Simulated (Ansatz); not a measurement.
# PH (singlet): wave-function methods side by side at distance P1–H2 = 1.754 Å, aug-cc-pVDZ

How much of the correlation energy of PH (singlet) does each wave-function method recover here?

Method: aug-cc-pVDZ, core rule «outside noble gas», up to 5 orbitals frozen; program: Ansatz 0.2.0, Gaussian basis.

The runs, in order: UHF; CCSD(T) on RHF; CCSD(T) on UHF; BCCD(T) on RHF; CISD; CCSDT(Q) on RHF; CCSDT(Q) on UHF; CASSCF and MRCISD+Q, 2 electrons in 2 orbitals; CASSCF and NEVPT2, 2 electrons in 2 orbitals; CASSCF and MRCISD+Q, 6 electrons in 5 orbitals; CASSCF and NEVPT2, 6 electrons in 5 orbitals; Full CI.

24 further runs of the same task are left out: 4 for a known fault of the program, 17 that didn't finish, 3 set aside as unsound or not needed. Runs told in other sessions of the task aren't counted.

## 1. What is computed

The geometry derives from a PBE0/def2-TZVP stationary point (not a proven minimum). One bond is set to the value named and the two fragments are kept rigid.

2 atoms, charge 0, spin multiplicity 1.

Atoms are counted from 1 here; the program's logs count them from 0.

No contacts short enough for the rule that draws bonds.

## 2. UHF

in.yaml reads:

```yaml
crystal:
  periodic: [false, false, false]
  atoms:
    - {symbol: P, position_ang: [0.000000, 0.000000, 0.000000]}
    - {symbol: H, position_ang: [0.000000, 0.000000, 1.754000]}
basis:
  gaussian: {orbitals: aug-cc-pVDZ}
magnetization: {spin_polarized: true, initial_magnetization: 0}
hamiltonian: {xc: hf}
output: {orbitals: {seedname: orbitals}}
```

The run is started by

```
ansatz run in.yaml --threads 1 --pin off --events-out ev --progress --plain --max-ram 2393MiB
```

After this run come: CCSD(T) on RHF; CCSD(T) on UHF; BCCD(T) on RHF; CISD; CCSDT(Q) on RHF; CCSDT(Q) on UHF; CASSCF and MRCISD+Q, 2 electrons in 2 orbitals; CASSCF and NEVPT2, 2 electrons in 2 orbitals; CASSCF and MRCISD+Q, 6 electrons in 5 orbitals; CASSCF and NEVPT2, 6 electrons in 5 orbitals; Full CI.

**Question.** What will the summary of the whole plan be? Wanted: FCI from the RHF energy; RMP2 from FCI; RCCSD from FCI; RCCSD(T) from FCI; RCCSDT(Q) from FCI; NEVPT2 valence from FCI; MRCISD+Q valence from FCI; T1 diagnostic; effectively unpaired electrons.

**Answer**, as computed:

```
                         quantity                                value
          FCI from the RHF energy                           -4.1392 eV
                    RMP2 from FCI                      +30.28 kcal/mol
                   RCCSD from FCI                       +8.77 kcal/mol
                RCCSD(T) from FCI                       +4.54 kcal/mol
               RCCSDT(Q) from FCI                       -0.13 kcal/mol
          NEVPT2 valence from FCI                      +16.69 kcal/mol
        MRCISD+Q valence from FCI                       -0.67 kcal/mol
levels within 1 kcal/mol (43 meV)  RCCSDT, RCCSDT(Q), MRCISD+Q valence
                    T1 diagnostic                                0.014
   effectively unpaired electrons                                 2.07
```

In words: RCCSD(T) lands +4.54 kcal/mol from the yardstick (4.8 % of the correlation energy). RCCSDT(Q), MRCISD+Q valence fall below full CI, which methods that aren't variational can do. The occupations show strong static correlation (2.1 unpaired electrons where one determinant has 0). Of the multireference levels listed MRCISD+Q valence comes nearest in total energy (-0.67 kcal/mol), which doesn't show that its space is the better one. These misses are within one basis, not against nature.

The restricted and unrestricted ladders end 1.17 eV apart at CCSDT(Q), which points to two states or an unsound top rung; rows of one don't measure the error of the other.
